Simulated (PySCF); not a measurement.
Species: C5H7F.
Atom-mapped SMILES: `[CH:1]#[C:2][C@@H:3]([CH3:4])[CH2:5][F:6]` (hydrogens: H7 on C1; H8 on C3; H9, H10, H11 on C4; H12, H13 on C5)

Method used: TDDFT PBE0/def2-SVPD, vertical, gas phase, core orbitals frozen in the response in PySCF 2.14.0, density-fitted response routines. One conformer (not necessarily the lowest) at the GFN2-xTB geometry, without solvent, vibrations or thermal averaging. Torsions of this conformer, `[CH:1]#[C:2][C@@H:3]([CH3:4])[CH2:5][F:6]`: C2–C3–C5–F6 172°.

Each state is given a Gaussian of 0.5 eV full width at half maximum, with ε(max) = 2.175×10⁸ f / Δν̃ (Δν̃ the width in cm⁻¹). The cross-section is σ = 3.8235×10⁻²¹ ε cm², given in Mb (10⁻¹⁸ cm²). The width is an assumption, not a result. The curve ends short of the highest state used, and states not computed would add to its high-energy end.

E (eV), σ (Mb) and a bar:
```
     6.00       0.00 
     6.07       0.00 
     6.13       0.00 
     6.19       0.00 
     6.25       0.00 
     6.32       0.01 
     6.38       0.01 
     6.44       0.03 
     6.51       0.06 
     6.57       0.11 
     6.63       0.20 
     6.70       0.34 
     6.76       0.50 #
     6.82       0.69 #
     6.89       0.90 #
     6.95       1.08 #
     7.01       1.24 ##
     7.08       1.49 ##
     7.14       1.88 ###
     7.20       2.64 ####
     7.27       4.26 ######
     7.33       6.47 #########
     7.39       9.47 #############
     7.46      13.68 ##################
     7.52      17.37 #######################
     7.58      20.43 ###########################
     7.65      22.37 ##############################
     7.71      22.22 ##############################
     7.77      20.42 ###########################
     7.84      16.82 #######################
```

**Question.** Where are the band maxima, and which computed states make them?

**Answer.** 162 nm (7.67 eV), ε about 5900, made up of S4 (49%) and S5 (51%) (ε in L mol⁻¹ cm⁻¹; maxima over ε = 5, shares over 10%). The states used: S1 6.75 eV (f 0.0000); S2 7.02 eV (f 0.0048); S3 7.04 eV (f 0.0004); S4 7.66 eV (f 0.053); S5 7.69 eV (f 0.056); S6 8.44 eV (f 0.043).

**Question.** What would ε be at 7.67 eV, the highest of these maxima, with half the width (0.25 eV)?

**Answer.** About 11600 L mol⁻¹ cm⁻¹ against 5890, a factor of about 1.97; a lone state at its own centre would give exactly 2.

**Question.** On this curve, what absorbance would a 10⁻³ mol/L sample give at 193 nm over a 1 cm path?

**Answer.** 193 nm is 6.424 eV, where ε is about 5.9 L mol⁻¹ cm⁻¹, so A = ε c l ≈ 0.0059 (Beer–Lambert, with the gas-phase spectrum and the assumed width).

**Question.** Coming from long wavelengths, where does ε first pass 100 L mol⁻¹ cm⁻¹?

**Answer.** At about 185 nm (6.72 eV), 0.03 eV below S1.

The run took 18 s wall on an Arm Neoverse V2 with one thread, no GPU, shared host with 96 logical CPUs at a one-minute load of 34, and the process peaked at 0.75 GiB of memory.
